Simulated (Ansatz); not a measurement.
`C=CCCF` and `CCCCF` differ in one atom or group.

Ansatz, PBE0-D4/def2-TZVP geometries, multiplicity 1. Each molecule was computed in one conformer, which needn't be the lowest.

| property | `C=CCCF` |
| --- | --- |
| size of the dipole moment (PBE/def2-TZVPP) / D | 1.55 |
| HOMO–LUMO gap (ωB97M-V/def2-TZVPP) / eV | 12.07 |
| HOMO energy (PBE0/def2-TZVPP) / eV | -7.60 |
| zero-point energy (PBE0-D4/def2-TZVP) / kJ/mol | 267.2 |
| size of the dipole moment (ωB97M-V/def2-TZVPP) / D | 1.67 |
| LUMO energy (PBE/def2-TZVPP) / eV | -0.90 |

Task: Give the same properties after the change, and the shifts. (Estimate.)

Result: The calculation gave: 
| property | `CCCCF` | shift |
| --- | --- | --- |
| size of the dipole moment (PBE/def2-TZVPP) / D | 1.64 | 0.09 |
| HOMO–LUMO gap (ωB97M-V/def2-TZVPP) / eV | 14.11 | 2.04 |
| HOMO energy (PBE0/def2-TZVPP) / eV | -9.06 | -1.46 |
| zero-point energy (PBE0-D4/def2-TZVP) / kJ/mol | 328.9 | 61.7 |
| size of the dipole moment (ωB97M-V/def2-TZVPP) / D | 1.75 | 0.08 |
| LUMO energy (PBE/def2-TZVPP) / eV | 0.50 | 1.40 |

With PBE0 the HOMO falls by 1.46 eV and the LUMO rises by 1.15 eV, so the gap widens by about 2.61 eV. PBE moves the HOMO by -1.03 eV and ωB97M-V by -1.54 eV. The zero-point energy changes by 61.7 kJ/mol with +6 modes. Dipoles are sizes alone; their direction can turn.
